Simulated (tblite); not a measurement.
Species: F4HP.
InChI=1S/F4HP/c1-5(2,3)4/h5H

All values are computed: GFN2-xTB (tblite) harmonic vibrations without scaling, gas phase. The method is semi-empirical: single wavenumbers can be off by several per cent or more. Modes of hydrogen on phosphorus can be 10 to 20 % off.

Harmonic wavenumbers (cm⁻¹): 67.8, 74.5, 426.2, 427.4, 487.0, 546.9, 757.5, 776.9, 777.7, 1059.1, 1063.4, 2432.2.

A = 4464, B = 4441, C = 3472 MHz; mass 107.975 u (most abundant isotopes); point group C3v, symmetry number 3.

**Question.** What is the zero-point energy?

**Answer.** ½Σν̃ = 4448 cm⁻¹ = 53.21 kJ/mol.

**Question.** Entropy at 200 K, 1 bar (ideal gas, RRHO, classical rotation)?

**Answer.** Translation 158.95, rotation 94.46, vibration 33.93: S = 287.3 J/(mol K).

**Question.** And Cp and H(200 K) − H(0)?

**Answer.** Cp = 66.90 J/(mol K), of which vibrations give 33.65 (their classical limit is 12 R = 99.8); H(200 K) − H(0) = 10.13 kJ/mol without the zero-point energy, 3.48 from vibrations.

**Question.** How do the functions run with temperature in this model?

**Answer.** 
```
T (K)  S (J/(mol K))  Cp (J/(mol K))  H − H(0) (kJ/mol)  G − H(0) (kJ/mol)  ln q(vib)
  100          247.7            50.5               4.31             -20.46       0.90
  300          317.7            83.4              17.68             -77.64       3.03
  500          365.7           103.6              36.63            -146.21       5.03
  800          417.7           116.9              70.00            -264.17       7.69
 1000          444.3           121.4              93.87            -350.46       9.24
```

q(vib) and H(0) count from the zero-point level.

**Question.** Which modes carry the vibrational entropy at 200 K?

**Answer.** 67.8 cm⁻¹: 14.37; 74.5 cm⁻¹: 13.60; 426.2 cm⁻¹: 1.64; 427.4 cm⁻¹: 1.63; 487.0 cm⁻¹: 1.16; 546.9 cm⁻¹: 0.82 J/(mol K); the other 6 give 0.71 together.

**Question.** What must be added to the electronic energy to get the Gibbs energy at 200 K and 1 bar?

**Answer.** ZPE + [H(200 K) − H(0)] − T·S = 53.21 + 10.13 − 57.47 = 5.87 kJ/mol.

Hindered rotation and anharmonicity are outside this model.
